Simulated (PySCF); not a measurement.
**UPBE/STO-3G run of BSiH4 (SMILES B[SiH2])**

Aim: the energy change on altering one bond length of BSiH4 at UPBE/STO-3G, from 2 runs. The job is set up through a Python script.

The calculation is run with PySCF 2.14.0.

12 further runs of the same task are left out: 2 that didn't finish, 10 set aside as unsound or not needed.

**1. The molecule**

The species is BSiH4 (6 atoms), meant as a doublet with charge 0. As SMILES, `B[SiH2]`. The coordinates come from a GFN2-xTB relaxation.

Bond lengths: B1–Si2 1.878 Å, B1–H3 1.178 Å, B1–H4 1.178 Å, Si2–H5 1.473 Å, Si2–H6 1.473 Å. Angles: B1–Si2–H5 129.0°, B1–Si2–H6 128.8°, Si2–B1–H3 121.2°, Si2–B1–H4 121.3°, H5–Si2–H6 102.3°, H3–B1–H4 117.5°.

**2. A single-point energy at UPBE/STO-3G**

geometry.xyz reads:

```xyz
6
BH4Si
B     -0.003690    -1.037180     0.114670
Si     0.004430     0.829590    -0.091960
H     -0.730970    -1.564260     0.876300
H      0.717450    -1.725110    -0.512520
H      0.828120     1.658960    -0.988060
H     -0.815330     1.838000     0.601560
```

calc.py reads:

```python
from pyscf import gto, dft

mol = gto.Mole()
mol.atom = 'geometry.xyz'
mol.spin = 1
mol.verbose = 3
mol.basis = 'sto-3g'
mol.max_memory = 1860
mol.build()

ks = dft.UKS(mol)
ks.xc = 'pbe'
ks.conv_tol = 1e-10
ks.grids.level = 5
ks.kernel()
if not ks.converged:
    ks = ks.newton().run(ks.mo_coeff, ks.mo_occ)

energy = ks.e_tot
print('E(%s) = %.9f' % ('PBE', energy))
```

On the command line:

```console
OMP_NUM_THREADS=1 python calc.py
```

The program printed:

```text
converged SCF energy = -312.765636562547  <S^2> = 0.75180972  2S+1 = 2.0018089
E(PBE) = -312.765636563
```

It took 3.9 s on 1 thread of Intel Xeon Platinum 8488C (Sapphire Rapids), shared host; peak memory 0.2 GiB.

**3. The distorted shape**

job.py reads:

```python
from pyscf import gto, dft

molecule = gto.M(
    atom='''
B     -2.459959     0.380035     2.350107
Si    -2.444614     3.907719     1.959633
H     -3.834319    -0.616002     3.789379
H      1.355784    -3.259985    -0.968522
H     -0.888065     5.475001     0.266249
H     -3.993736     5.813338     3.270196
''',
    basis='sto-3g',
    spin=1,
    max_memory=1860,
    unit='bohr',
    verbose=4,
)

ks = dft.UKS(molecule, xc='pbe')
ks.grids.level = 5
ks.conv_tol = 1e-10
ks.kernel()
if not ks.converged:
    ks = ks.newton().run(ks.mo_coeff, ks.mo_occ)

e_tot = ks.e_tot
print('Final energy', e_tot)
```

On the command line:

```console
OMP_NUM_THREADS=1 python job.py
```

The program printed:

```text
PySCF version 2.14.0

[INPUT] num. atoms = 6
[INPUT] num. electrons = 23
[INPUT] charge = 0
[INPUT] spin (= nelec alpha-beta = 2S) = 1
[INPUT] symmetry False subgroup None
[INPUT] Mole.unit = bohr
[INPUT] Symbol           X                Y                Z      unit          X                Y                Z       unit  Magmom
[INPUT]  1 B     -1.301754242598   0.201105861352   1.243623067624 AA   -2.459959000000   0.380035000000   2.350107000000 Bohr   0.0
[INPUT]  2 Si    -1.293634018296   2.067875841479   1.036993125367 AA   -2.444614000000   3.907719000000   1.959633000000 Bohr   0.0
[INPUT]  3 H     -2.029034234198  -0.325974220281   2.005253010339 AA   -3.834319000000  -0.616002000000   3.789379000000 Bohr   0.0
[INPUT]  4 H      0.717449995730  -1.725109769941  -0.512519770675 AA    1.355784000000  -3.259985000000  -0.968522000000 Bohr   0.0
[INPUT]  5 H     -0.469943759816   2.897245758964   0.140892903230 AA   -0.888065000000   5.475001000000   0.266249000000 Bohr   0.0
[INPUT]  6 H     -2.113394077631   3.076285988975   1.730513198442 AA   -3.993736000000   5.813338000000   3.270196000000 Bohr   0.0

nuclear repulsion = 39.8086682787817
number of shells = 12
number of NR pGTOs = 54
number of NR cGTOs = 18
basis = sto-3g
ecp = {}

[... 119 lines left out ...]
converged SCF energy = -312.531869901799  <S^2> = 1.7234836  2S+1 = 2.8096146
Final energy -312.53186990179887
```

Run time: 14 s. Hardware: 1 thread of Intel Xeon Platinum 8488C (Sapphire Rapids), shared host; peak memory 0.2 GiB.

**4. Summary of results**

Level: UPBE/STO-3G.

```
                                                         quantity          value
                                        first shape: total energy  -312.76564 Eh
                                       first shape: dipole moment         1.59 D
                  first shape: HOMO energy (highest over α and β)       -2.77 eV
                   first shape: LUMO energy (lowest over α and β)       -1.18 eV
                                                first shape: ⟨S²⟩          0.752
                                    distorted shape: total energy  -312.53187 Eh
                                   distorted shape: dipole moment         0.90 D
              distorted shape: HOMO energy (highest over α and β)       -1.54 eV
               distorted shape: LUMO energy (lowest over α and β)       -1.09 eV
                                            distorted shape: ⟨S²⟩          1.723
energy change with the B1–H4 bond stretched from 1.178 to 3.297 Å       6.361 eV
```

What this shows: With the B1–H4 bond stretched from 1.178 to 3.297 Å the energy rises by 6.36 eV (147 kcal/mol). The first shape isn't relaxed at this level, so the change isn't measured from a minimum. The minimal basis adds a large error of its own. ⟨S²⟩ (distorted shape) is 1.72 where a pure doublet has 0.75: the reference is spin-contaminated. Mulliken charges (distorted shape) run from -0.11 on H5 to +0.37 on Si2; they depend strongly on the basis.
